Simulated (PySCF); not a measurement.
# BH2NO: the cost of one run

Computed with PySCF 2.14.0, with density-fitted response routines of our own, on a single molecule in the gas phase. Atoms count from 0, in the outputs and in this text.

### 1 The molecule as given

5 atoms, charge 0, multiplicity 1; geometry from: GFN2-xTB. The atoms were then displaced at random by about 0.01 Å, so the start is not that level's minimum.

Bonds of the start (Å): B0–N1 1.27, N1–O2 1.18, B0–H3 1.19, B0–H4 1.16.

### 2 Geometry optimisation at PBE0-D3(BJ)/def2-SVP

The job: settings as JSON, then the geometry in Å.

```
{"job": {"xc": "PBE0", "basis": "def2-SVP", "d3": "d3bj", "grid": 1, "shake": 0.01, "kind": "geom"}, "charge": 0, "multiplicity": 1}
B     -0.506480     0.031650    -0.003750
N      0.754800    -0.085860     0.000920
O      1.925340    -0.210450     0.005790
H     -0.947360     1.052760    -0.419250
H     -1.192730    -0.822080     0.378400
```

Started as:

```bash
$ OMP_NUM_THREADS=1 python probes_run.py task.json out
```

One launch serves the whole session: the jobs run in the order shown.

**Question.** How long does this first job take on 1 thread of Arm Neoverse V1, shared host, and how much memory does it need?

About 5.1 s, with a peak of 0.26 GiB.
